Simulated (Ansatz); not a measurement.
Li2S⁻. The state is a doublet with charge -1. Geometry r2SCAN-D4/def2-TZVPD.

```xyz
3

Li    0.658    0.146    1.372
Li   -1.289    0.407   -0.713
S     0.631   -0.553   -0.659
```

At PBE-D4/def2-SVPD, BLYP-D4/def2-TZVPD, B97M-V/def2-TZVPD, PBE0-D4/def2-SVPD and others the highest occupied level of the charge -1 doublet lies above zero (up to 1.14 eV). By energy differences its removal costs 0.58 eV (vertical, to the charge 0 singlet, at CCSD(T)/def2-TZVPPD). At B97M-V/def2-TZVPD an occupied level of the charge -1 doublet lies above an empty one (by up to 0.36 eV), so this SCF solution is probably not the lowest. The structure comes from a short search, and lower isomers may exist.

(1) Estimate the α-spin orbital energies around the gap (eV) in Ansatz with PBE-D4/def2-SVPD, BLYP-D4/def2-TZVPD, B97M-V/def2-TZVPD, PBE0-D4/def2-SVPD, PBE0-D4/def2-TZVPD.

Answers

(1) 
| orbital | PBE-D4/def2-SVPD | BLYP-D4/def2-TZVPD | B97M-V/def2-TZVPD | PBE0-D4/def2-SVPD | PBE0-D4/def2-TZVPD |
| --- | --- | --- | --- | --- | --- |
| HOMO−9 | -148.08 | -147.66 | -151.43 | -154.49 | -154.12 |
| HOMO−8 | -148.07 | -147.65 | -151.43 | -154.48 | -154.12 |
| HOMO−7 | -148.07 | -147.64 | -151.42 | -154.48 | -154.11 |
| HOMO−6 | -45.95 | -46.38 | -49.01 | -50.11 | -50.18 |
| HOMO−5 | -45.94 | -46.37 | -49.01 | -50.10 | -50.18 |
| HOMO−4 | -9.64 | -9.50 | -10.57 | -11.62 | -11.63 |
| HOMO−3 | -0.64 | -0.44 | -0.78 | -1.64 | -1.64 |
| HOMO−2 | -0.55 | -0.36 | -0.69 | -1.55 | -1.53 |
| HOMO−1 | -0.09 | 0.11 | -0.18 | -0.99 | -0.98 |
| HOMO | 0.80 | 1.01 | 1.14 | 0.39 | 0.40 |
| LUMO | 1.34 | 1.44 | 1.44 | 1.71 | 1.63 |
| LUMO+1 | 2.39 | 2.46 | 2.23 | 2.81 | 2.65 |
| LUMO+2 | 2.52 | 2.55 | 2.24 | 2.88 | 2.66 |
| LUMO+3 | 3.02 | 2.91 | 2.54 | 3.43 | 3.10 |
| LUMO+4 | 3.12 | 2.94 | 2.61 | 3.49 | 3.14 |
| LUMO+5 | 3.15 | 2.96 | 2.65 | 3.54 | 3.19 |
| β HOMO | -0.09 | 0.11 | -0.16 | -1.00 | -0.98 |
| β LUMO | 1.60 | 1.70 | 0.79 | 2.02 | 2.04 |
